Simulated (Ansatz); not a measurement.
Sb₂O₃ (Pccn, No. 56) was calculated with LDA in Ansatz (plane waves, PAW).

Numerical settings: plane-wave cutoff 520 eV, 8×6×4 k mesh (along the axes of the cell as run), Fermi–Dirac smearing 0.01 eV, scalar-relativistic PAW data made under PBE.

Shape and atoms are relaxed at each volume.

The direct gap at Γ against volume; x = 100 ln(V/15.537 Å³). One gap is withheld.

```
V (Å³/atom)      x  gap (eV)
-----------  -----  --------
14.916       -4.08     1.421
15.227       -2.02     1.571
15.537        0.00     1.714
15.848        1.98     1.845
16.159        3.93         ?
```

### Question
Fit a straight line to the rows shown, give the volume deformation potential and predict the withheld gap.

### Answer
Means of the 4 rows: x̄ = -1.030, ȳ = 1.6377 eV. Σ(x − x̄)(y − ȳ) = 1.4295 and Σ(x − x̄)² = 20.404, so the slope is 0.0701 eV per unit of x, and dE_g/d ln V = 7.0 eV. At x = 3.93: 1.6377 + (0.0701) × (3.93 − (-1.030)) = 1.985 eV. The run gives 1.972 eV, 0.013 eV below the line, as the curve bends the same way over all rows.

Spin–orbit coupling is not included.

Note: the relaxation could not lower the start's symmetry, so the cell can be a saddle point above a distorted one; the volume lies 6 % below that of the published cell.

Ansatz is an electronic-structure program.
